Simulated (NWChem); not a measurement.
System: carbon disulfide (CS2); SMILES C(=S)=S

Parts of the log:

```
             Northwest Computational Chemistry Package (NWChem) 7.3.0
             --------------------------------------------------------

                             Geometry "geometry" -> ""
                             -------------------------

 Output coordinates in angstroms (scale by  1.889725989 to convert to a.u.)

  No.       Tag          Charge          X              Y              Z
 ---- ---------------- ---------- -------------- -------------- --------------
    1 S                   16.0000    -1.56181300     0.05734200     0.01724300
    2 C                    6.0000     0.00000900     0.00020400     0.00000000
    3 S                   16.0000     1.56182400    -0.05721000    -0.01724300

 Effective nuclear repulsion energy (a.u.)     108.3433616810

                                 NWChem DFT Module
                                 -----------------

 Summary of "ao basis" -> "ao basis" (spherical)
 ------------------------------------------------------------------------------
       Tag                 Description            Shells   Functions and Types
 ---------------- ------------------------------  ------  ---------------------
 S                          6-311g**                12       26   6s5p1d
 C                          6-311g**                 8       18   4s3p1d

            General Information
            -------------------
          SCF calculation type: DFT
          Wavefunction type:  closed shell.
          No. of atoms     :     3
          No. of electrons :    38
           Alpha electrons :    19
            Beta electrons :    19
          Charge           :     0
          Spin multiplicity:     1
          Use of symmetry is: off; symmetry adaption is: off
          Maximum number of iterations: 150
          AO basis - number of functions:    70
                     number of shells:    32
          Convergence on energy requested:  1.00D-06
          Convergence on density requested:  1.00D-05
          Convergence on gradient requested:  5.00D-04

              XC Information
              --------------
                         PBE0 Method XC Functional
                     Hartree-Fock (Exact) Exchange  0.250
          PerdewBurkeErnzerhof Exchange Functional  0.750
            Perdew 1991 LDA Correlation Functional  1.000 local
           PerdewBurkeErnz. Correlation Functional  1.000 non-local

             Grid Information
             ----------------
          Grid used for XC integration:  medium
          Radial quadrature: Mura-Knowles
          Angular quadrature: Lebedev.
          Tag              B.-S. Rad. Rad. Pts. Rad. Cut. Ang. Pts.
          ---              ---------- --------- --------- ---------
          S                   1.00       88          11.0       590
          C                   0.70       49           7.0       434
          Grid pruning is: on
          Number of quadrature shells:   225
          Spatial weights used:  Erf1

      Superposition of Atomic Density Guess
      -------------------------------------

 Sum of atomic energies:        -832.62629602

      Non-variational initial energy
      ------------------------------

 Total energy =    -833.533605
 1-e energy   =   -1364.697176
 2-e energy   =     422.820209
 HOMO         =      -0.309717
 LUMO         =      -0.016560

   convergence    iter        energy       DeltaE   RMS-Dens  Diis-err
 ---------------- ----- ----------------- --------- --------- ---------
 d= 0,ls=0.0,diis     1   -834.1158639282 -9.42D+02  1.22D-02  1.15D+00
 d= 0,ls=0.0,diis     2   -833.9459266780  1.70D-01  1.14D-02  1.99D+00
 d= 0,ls=0.0,diis     3   -834.1625308921 -2.17D-01  3.66D-03  1.93D-01
 d= 0,ls=0.0,diis     4   -834.1875348072 -2.50D-02  5.89D-04  4.10D-03
 d= 0,ls=0.0,diis     5   -834.1878902102 -3.55D-04  1.07D-04  1.73D-04
  Resetting Diis
 d= 0,ls=0.0,diis     6   -834.1879115866 -2.14D-05  1.28D-05  7.07D-07
 d= 0,ls=0.0,diis     7   -834.1879116597 -7.31D-08  3.89D-06  2.65D-08

         Total DFT energy =     -834.187911659708
      One electron energy =    -1365.906936842866
           Coulomb energy =      479.788804055763
    Exchange-Corr. energy =      -56.413140553617
 Nuclear repulsion energy =      108.343361681011

 Numeric. integr. density =       37.999997100382

                       DFT Final Molecular Orbital Analysis
                       ------------------------------------

 Vector   17  Occ=2.000000D+00  E=-4.096098D-01
              MO Center= -7.7D-05,  1.7D-04,  7.0D-06, r^2= 2.2D+00
   Bfn.  Coefficient  Atom+Function         Bfn.  Coefficient  Atom+Function
  ----- ------------  ---------------      ----- ------------  ---------------
    17      0.282728  1 S  py                61      0.282691  3 S  py
    34      0.280940  2 C  py                38      0.232110  2 C  py
    30      0.169669  2 C  py                14      0.140699  1 S  py
    58      0.140681  3 S  py                11     -0.100444  1 S  py
    55     -0.100432  3 S  py                20      0.064182  1 S  py

 Vector   18  Occ=2.000000D+00  E=-2.913337D-01
              MO Center=  5.7D-05,  7.5D-05, -8.0D-06, r^2= 3.9D+00
   Bfn.  Coefficient  Atom+Function         Bfn.  Coefficient  Atom+Function
  ----- ------------  ---------------      ----- ------------  ---------------
    18      0.334884  1 S  pz                62     -0.334892  3 S  pz
    17     -0.299784  1 S  py                61      0.299786  3 S  py
    21      0.150918  1 S  pz                65     -0.150919  3 S  pz
    15      0.148329  1 S  pz                59     -0.148333  3 S  pz
    20     -0.135100  1 S  py                64      0.135099  3 S  py

 Vector   19  Occ=2.000000D+00  E=-2.913337D-01
              MO Center=  5.7D-05,  7.7D-05,  6.9D-06, r^2= 3.9D+00
   Bfn.  Coefficient  Atom+Function         Bfn.  Coefficient  Atom+Function
  ----- ------------  ---------------      ----- ------------  ---------------
    17      0.334561  1 S  py                61     -0.334563  3 S  py
    18      0.299830  1 S  pz                62     -0.299835  3 S  pz
    20      0.150772  1 S  py                64     -0.150771  3 S  py
    14      0.148186  1 S  py                58     -0.148188  3 S  py
    21      0.135121  1 S  pz                65     -0.135121  3 S  pz

 Vector   20  Occ=0.000000D+00  E=-7.431816D-02
              MO Center=  3.6D-05,  1.4D-04, -9.3D-06, r^2= 3.6D+00
   Bfn.  Coefficient  Atom+Function         Bfn.  Coefficient  Atom+Function
  ----- ------------  ---------------      ----- ------------  ---------------
    38      0.565974  2 C  py                17     -0.341583  1 S  py
    61     -0.341596  3 S  py                34      0.328802  2 C  py
    20     -0.318611  1 S  py                64     -0.318618  3 S  py
    30      0.210633  2 C  py                39     -0.179256  2 C  pz
    14     -0.121861  1 S  py                58     -0.121866  3 S  py

 Vector   21  Occ=0.000000D+00  E=-7.431816D-02
              MO Center=  3.5D-05,  1.1D-04,  8.7D-06, r^2= 3.6D+00
   Bfn.  Coefficient  Atom+Function         Bfn.  Coefficient  Atom+Function
  ----- ------------  ---------------      ----- ------------  ---------------
    39      0.566247  2 C  pz                18     -0.341749  1 S  pz
    62     -0.341760  3 S  pz                35      0.328961  2 C  pz
    21     -0.318765  1 S  pz                65     -0.318772  3 S  pz
    31      0.210735  2 C  pz                38      0.178917  2 C  py
    15     -0.121921  1 S  pz                59     -0.121925  3 S  pz

 Vector   22  Occ=0.000000D+00  E= 4.345011D-02
              MO Center= -2.5D-04,  5.4D-05,  2.8D-06, r^2= 6.9D+00
   Bfn.  Coefficient  Atom+Function         Bfn.  Coefficient  Atom+Function
  ----- ------------  ---------------      ----- ------------  ---------------
    36      1.897901  2 C  s                 19     -0.777027  1 S  px
    63      0.776879  3 S  px                 6     -0.641669  1 S  s
    50     -0.641500  3 S  s                 16     -0.393334  1 S  px
    60      0.393301  3 S  px                32      0.311587  2 C  s
     5     -0.156693  1 S  s                 49     -0.156684  3 S  s

     Multipole analysis of the density
     ---------------------------------

     L   x y z        total         alpha         beta         nuclear
     -   - - -        -----         -----         ----         -------
     0   0 0 0     -0.000000    -19.000000    -19.000000     38.000000

     1   1 0 0      0.000294     -0.000070     -0.000070      0.000435
     1   0 1 0     -0.000055     -0.003179     -0.003179      0.006304
     1   0 0 1     -0.000003     -0.000002     -0.000002      0.000000

[...]

                                NWChem TDDFT Module
                                -------------------

            General Information
            -------------------
           No. of orbitals :     140
            Alpha orbitals :      70
             Beta orbitals :      70
        Alpha frozen cores :       0
         Beta frozen cores :       0
     Alpha frozen virtuals :       0
      Beta frozen virtuals :       0
         Spin multiplicity :       1
    Number of AO functions :      70
        Use of symmetry is : off
      Symmetry adaption is : off
         Schwarz screening :  0.10D-07

              XC Information
              --------------
                  PBE0 Method XC Functional
              Hartree-Fock (Exact) Exchange   0.25
   PerdewBurkeErnzerhof Exchange Functional   0.75
     Perdew 1991 LDA Correlation Functional   1.00 local
    PerdewBurkeErnz. Correlation Functional   1.00 non-local

             TDDFT Information
             -----------------
          Calculation type : Tamm-Dancoff TDDFT
         Wavefunction type : Restricted singlets
          No. of electrons :      38
           Alpha electrons :      19
            Beta electrons :      19
              No. of roots :       6
          Max subspacesize :    5200
            Max iterations :     100
               Target root :       1
           Target symmetry : none
             Energy Cutoff :-0.90D+01
      Symmetry restriction : off
                 Algorithm : Optimal
        Davidson threshold :  0.10D-03

    6 smallest eigenvalue differences (eV)
--------------------------------------------------------
  No. Spin  Occ  Vir  Irrep   E(Occ)    E(Vir)   E(Diff)
--------------------------------------------------------
    1    1    3   20 a       -10.359    -0.074   279.867
    2    1    3   21 a       -10.359    -0.074   279.867
    3    1    3   22 a       -10.359     0.043   283.072
    4    1    3   23 a       -10.359     0.090   284.348
    5    1    3   24 a       -10.359     0.164   286.338
    6    1    3   25 a       -10.359     0.164   286.338
--------------------------------------------------------

  Entering Davidson iterations
  Restricted singlet excited states

  Iter   NTrls   NConv    DeltaV     DeltaE      Time
  ----  ------  ------  ---------  ---------  ---------
    1      6       0     0.12E+00   0.10+100        1.2
    2     12       0     0.48E-01   0.65E-02        1.2
    3     18       0     0.95E-01   0.12E-01        1.2
    4     24       4     0.44E-02   0.38E-02        1.2
    5     26       5     0.18E-03   0.32E-05        0.9
    6     27       6     0.63E-04   0.12E-08        0.8
  ----  ------  ------  ---------  ---------  ---------
  Convergence criterion met

  Ground state a        -834.187911659708 a.u.

  ----------------------------------------------------------------------------
  Root   1 singlet a             10.167771846 a.u.              276.6793 eV
  ----------------------------------------------------------------------------
     Transition Moments    X  0.00248   Y  0.08123   Z -0.04533
     Dipole Oscillator Strength                    0.0587022208
     Electric Quadrupole                           0.0000000000
     Magnetic Dipole                               0.0000000000
     Total Oscillator Strength                     0.0587022208

     Occ.    3  a   ---  Virt.   20  a       -0.97556
     Occ.    3  a   ---  Virt.   21  a        0.20006
     Occ.    3  a   ---  Virt.   32  a       -0.07318
  ----------------------------------------------------------------------------
  Root   2 singlet a             10.167771853 a.u.              276.6793 eV
  ----------------------------------------------------------------------------
     Transition Moments    X  0.00256   Y  0.04527   Z  0.08126
     Dipole Oscillator Strength                    0.0587022171
     Electric Quadrupole                           0.0000000000
     Magnetic Dipole                               0.0000000000
     Total Oscillator Strength                     0.0587022171

     Occ.    3  a   ---  Virt.   20  a       -0.20006
     Occ.    3  a   ---  Virt.   21  a       -0.97556
     Occ.    3  a   ---  Virt.   31  a        0.07318
  ----------------------------------------------------------------------------
  Root   3 singlet a             10.334377441 a.u.              281.2128 eV
  ----------------------------------------------------------------------------
     Transition Moments    X -0.00000   Y -0.00001   Z  0.00000
     Dipole Oscillator Strength                    0.0000000010
     Electric Quadrupole                           0.0000008871
     Magnetic Dipole                               0.0000000000
     Total Oscillator Strength                     0.0000008881

     Occ.    3  a   ---  Virt.   22  a       -0.98736
     Occ.    3  a   ---  Virt.   26  a       -0.15691
  ----------------------------------------------------------------------------
  Root   4 singlet a             10.387347467 a.u.              282.6542 eV
  ----------------------------------------------------------------------------
     Transition Moments    X  0.05901   Y -0.00216   Z -0.00065
     Dipole Oscillator Strength                    0.0241499825
     Electric Quadrupole                           0.0000000000
     Magnetic Dipole                               0.0000000000
     Total Oscillator Strength                     0.0241499825

     Occ.    3  a   ---  Virt.   23  a       -0.98235
     Occ.    3  a   ---  Virt.   29  a       -0.17737
     Occ.    3  a   ---  Virt.   33  a        0.05526
  ----------------------------------------------------------------------------
  Root   5 singlet a             10.451283947 a.u.              284.3940 eV
  ----------------------------------------------------------------------------
     Transition Moments    X  0.00000   Y  0.00001   Z -0.00000
     Dipole Oscillator Strength                    0.0000000008
     Electric Quadrupole                           0.0000000112
     Magnetic Dipole                               0.0000000000
     Total Oscillator Strength                     0.0000000120

     Occ.    3  a   ---  Virt.   22  a       -0.15538
     Occ.    3  a   ---  Virt.   26  a        0.98307
     Occ.    3  a   ---  Virt.   30  a       -0.08700
  ----------------------------------------------------------------------------
  Root   6 singlet a             10.466856617 a.u.              284.8178 eV
  ----------------------------------------------------------------------------
     Transition Moments    X  0.00012   Y  0.00239   Z  0.00335
     Dipole Oscillator Strength                    0.0001182964
     Electric Quadrupole                           0.0000000000
     Magnetic Dipole                               0.0000000000
     Total Oscillator Strength                     0.0001182964

     Occ.    3  a   ---  Virt.   24  a        0.95065
     Occ.    3  a   ---  Virt.   25  a        0.30703

              Target root =      1
          Target symmetry = none
      Ground state energy =   -834.187911659708
        Excitation energy =     10.167771845593
     Excited state energy =   -824.020139814115

  stored tddft:energy   -824.02013981411540
```

Level: PBE0/6-311G** (spherical d), restricted-window TDA. Structure relaxed at the B3LYP/6-31G* (spherical d) level. The quadrupole and magnetic terms of the printed total strengths depend on the origin.

**Question.** Reconstruct the input file.

**Answer.** This is not unique; one that fits is the input that was run:
```
start job
memory heap 200 mb stack 900 mb global 1100 mb
geometry units angstroms noautosym nocenter noautoz
  S     -1.561813     0.057342     0.017243
  C      0.000009     0.000204     0.000000
  S      1.561824    -0.057210    -0.017243
end
basis spherical
  S library 6-311g**
  C library 6-311g**
end
dft
  xc pbe0
  iterations 150
end
tddft
  cis
  ecut -9.0
  nroots 6
  notriplet
end
task tddft energy
```
